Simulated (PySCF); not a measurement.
**Gas-phase XPS of cyclohexane, computed**

Compound: cyclohexane, C₆H₁₂.
Bonds: C1–C2, C2–C3, C3–C4, C4–C5, C5–C6, C1–C6. Hydrogens: H7, H8 on C1; H9, H10 on C2; H11, H12 on C3; H13, H14 on C4; H15, H16 on C5; H17, H18 on C6.

Computed, not measured: delta-SCF UKS SCAN, pcX-2 on the ionised atom, pcseg-1 elsewhere, spin-free X2C in PySCF. Each binding energy is the total energy of the core-ionised species, with the hole localised on one atom, minus that of the ground state; both are solved self-consistently, so orbital relaxation is included.

Task: Give the core binding energies atom by atom.

Result: 
```csv
atom(s),environment,level,binding energy (eV),count
C1 (×6),ring CH2 carbon,C 1s,290.28,6
```

Task: Give the binding energy of C 1s of C1 (×6) in hartree and in kJ/mol.

Result: 290.28 eV = 10.6676 Eh = 28008 kJ/mol.

Atoms equivalent by their bonding share one computed value, that of the first of them. One conformer (not necessarily the lowest) at the PBE0-D3(BJ)/def2-SVP geometry, without solvent, vibrations or thermal averaging.

The run took 11 s on an Arm Neoverse V2 with one thread, no GPU, shared host.
